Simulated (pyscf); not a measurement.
`[F][Ti]([F])([F])[F]` + `[SiH4]` -> `[F][SiH3]` + `[F][TiH]([F])[F]`, a four-centre exchange (singlet surface; F–Ti, H–Si broken, F–Si, H–Ti formed). Single points on ωB97X-D3(BJ)/def2-SVP structures (PySCF, gas phase). Energies in eV from the separated reactants.

Small-basis levels: PySCF, no dispersion term, spherical d functions. 

**Question.** In single points B3LYP/6-31G*+LANL2DZ puts the saddle at 1.37 eV and the reaction energy at +1.12 eV. Should these be trusted to within a few kcal/mol? Compare with ωB97M-D3(BJ)/def2-TZVP.

**Answer.** ωB97M-D3(BJ)/def2-TZVP gives ΔE‡ = 1.10 eV and ΔE = +0.69 eV. B3LYP/6-31G*+LANL2DZ lies 0.27 eV over it in the barrier and 0.42 eV over it in the reaction energy, so on this step it does not hold to within 0.13 eV. ωB97M-D3(BJ)/def2-TZVP has limits of its own. On the product side the descent ends in an adduct with a F–Ti contact, 0.30 eV under the separated species and 0.50 eV under the saddle at ωB97X-D3(BJ)/def2-TZVP. What is counted as broken (F–Ti) persists as a longer contact in the product adduct; parting that adduct is a step of its own. At ωB97X-D3(BJ) the barrier from the zero used here is 0.97 eV. One saddle was located; it need not be the lowest between these sides.
